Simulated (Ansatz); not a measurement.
Consider the substitution at a C–O bond: `NC=C(O)O` + H–F → `N/C=C(\O)F` + H₂O.

Computed with Ansatz on PBE0-D4/def2-TZVP structures; ΔE is electronic, products minus reactants. CBS: MP2 limit from def2 TZ/QZ plus the TZ coupled-cluster correction, frozen cores. This one scheme is used for every species. Functionals use def2-TZVPP. B3LYP here is the variant with VWN-RPA as its local correlation; programs differ in this. Each species was taken in one conformer, which may not be the lowest.

`NC=C(O)O`:

Z-matrix (Å, degrees):
```
N
C 1 1.426
H 1 1.012 2 113.0
H 1 1.012 2 113.0 3 123.1
C 2 1.343 1 116.0 3 118.4
H 2 1.086 1 122.6 3 -61.6
O 5 1.337 2 126.7 1 180.0
O 5 1.328 2 122.4 1 0.0
H 7 0.962 5 108.4 2 0.0
H 8 0.977 5 103.1 2 -0.0
```

H–F:

```xyz
2

F    -0.098    0.163   -0.419
H     0.098   -0.163    0.419
```

`N/C=C(\O)F`:

Cartesian coordinates in Å:
```
N 0.411 0.872 -1.160
C 0.592 -0.266 -0.367
C -0.197 -0.604 0.641
O -1.168 0.173 1.154
F -0.064 -1.779 1.278
H -0.253 1.518 -0.756
H 1.278 1.352 -1.357
H 1.393 -0.938 -0.643
H -1.991 -0.327 1.209
```

H₂O:

Cartesian coordinates in Å:
```
O 0.135 0.239 0.276
H -0.441 -0.520 0.392
H 0.305 0.281 -0.667
```

CCSD(T)/CBS gives +28.2 kJ/mol.

Question: Another level gave +29.1 kJ/mol. Which?
A. CAM-B3LYP-D4/def2-TZVPP
B. BLYP/def2-TZVPP
C. r2SCAN0/def2-TZVPP
D. B3LYP/def2-TZVPP

Answer: C. r2SCAN0 29.1, B3LYP 19.2, CAM-B3LYP-D4 23.6, BLYP 14.4 kJ/mol.

Largest T1 diagnostic among the species: 0.012.

In def2-TZVPP, CCSD(T) changes the Hartree–Fock value by +7.6 kJ/mol (the triples alone add +1.5 kJ/mol) and MP2 by +15.0 kJ/mol. The D4 term adds +3.4 kJ/mol with B3LYP and +1.8 kJ/mol with PBE0; it sums over pairs of atoms, weighted by their polarisabilities, and B3LYP, whose exchange is more repulsive, gets the larger term. From PBE to PBE0 (25 % exact exchange), in def2-TZVPP and without D4, ΔE moves by +4.3 kJ/mol.

CCSD(T)/CBS has its own doubt, a few kJ/mol and more with outer-core shells, so smaller differences from it don't rank the levels.
